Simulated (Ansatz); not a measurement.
Relaxed structures of C2H4S, closed shell (PBE0-D4/def2-TZVP; forces vanish, vibrations not checked; lower isomers may exist, and structures with a doubtful reference or unclear bonds are left out; Å). Ansatz 0.2.0; basis: def2-TZVPP; cores frozen in the correlated methods.

**Question.** Rank them by CCSD(T) energy, lowest first, and give each one's height above the lowest. Links in brackets join atoms within 1.22 times the sum of their covalent radii (1.1 for two metals). (An estimate is asked for; the value comes from the calculation.)
A.
C₂H₄S ([CH2][C][SH2])
```
7
angstrom
C -0.3128 0.4038 0.6938
C 0.9052 -0.1094 0.8380
S -1.2992 -0.0990 -0.6338
H -0.7109 -0.5488 -1.8215
H -1.5871 1.0921 -1.1863
H 1.4785 0.1591 1.7222
H 1.4081 -0.7826 0.1411
```
B.
C₂H₄S ([CH]1[CH2][SH]1)
```
7
angstrom
C -0.5087 0.0988 -0.4288
C 0.5856 -0.1747 0.5129
S -1.1121 -0.5255 1.1758
H -0.7010 -0.6239 -1.2209
H -0.9217 1.0885 -0.6440
H 0.8457 0.7370 1.0677
H -1.1918 -1.8530 0.9346
```
C.
C₂H₄S (C1CS1)
```
7
angstrom
C -0.5250 0.1338 -0.5083
C 0.6093 -0.0471 0.4223
S -0.8918 -0.9162 0.9089
H -0.4856 -0.3733 -1.4656
H -1.0282 1.0939 -0.5190
H 0.8893 0.7880 1.0541
H 1.4319 -0.6791 0.1075
```
D.
C₂H₄S (C=CS)
```
7
angstrom
C -0.2172 0.4093 0.0394
C 1.0800 0.2089 -0.1546
S -1.2040 -0.1143 1.3790
H 1.5636 0.5967 -1.0425
H -0.8050 0.9624 -0.6872
H -0.2325 -0.7370 2.0670
H 1.6957 -0.3386 0.5502
```

**Answer.** By the calculation: C (0.00 kcal/mol), D (1.93 kcal/mol), B (64.35 kcal/mol), A (74.70 kcal/mol). Heights count from the lowest.

The T1 diagnostic stays at or below 0.017.

For scale, one of the runs: CCSD(T)/def2-TZVPP, 160 basis functions, launched by `ansatz run in.yaml --threads 2 --pin off --events-out ev --progress --plain --max-ram 4352MiB`. The run took 25 s on 2 CPU threads of an AMD EPYC 9R14 (shared host), with 1.2 GiB of host memory at its peak.
